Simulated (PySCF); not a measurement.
**Worked example: correlation energy of CH$_{2}$O, singlet**

Geometry: MP2(full)/6-31G*, from the G2/97 set.

```xyz
4

O     0.0000    0.0000    0.6094
C     0.0000    0.0000   -0.6107
H     0.0000    0.9344   -1.1982
H     0.0000   -0.9344   -1.1982
```

Basis cc-pVDZ; PySCF 2.14.0. Only valence electrons are correlated (noble-gas cores frozen), which leaves 12 electrons in 36 orbitals. R marks a restricted (for open shells ROHF) determinant.

Full CI isn't at hand for all of this; RCCSDT(Q) serves as the reference, and is uncertain by about the last step of the cluster series.

| level | total energy (hartree) |
| --- | --- |
| RHF | -113.874624 |
| RMP2 | -114.193031 |
| RCCSD | -114.208571 |
| RCCSD(T) | -114.218722 |
| RCCSDT | -114.219195 |
| RCCSDT(Q) | -114.220276 |

Question: What is the correlation energy at RCCSDT(Q), and what share of it do RMP2 and RCCSDT recover?

Answer: E(corr) = -114.220276 − (-113.874624) = -0.345652 hartree = -9.406 eV. RMP2: -0.318407 / -0.345652 = 92.12 %. RCCSDT: -0.344571 / -0.345652 = 99.69 %.

Question: By how many kcal/mol does RCCSD(T) miss RCCSDT(Q) (1 hartree = 627.509 kcal/mol), and which steps make up the rest?

Answer: -114.218722 − (-114.220276) = 0.001554 hartree = 0.98 kcal/mol. Steps: RCCSDT − RCCSD(T) = -0.30, RCCSDT(Q) − RCCSDT = -0.68 kcal/mol. That is within 1 kcal/mol of the reference in this basis, which itself misses far more of the correlation at the basis-set limit.
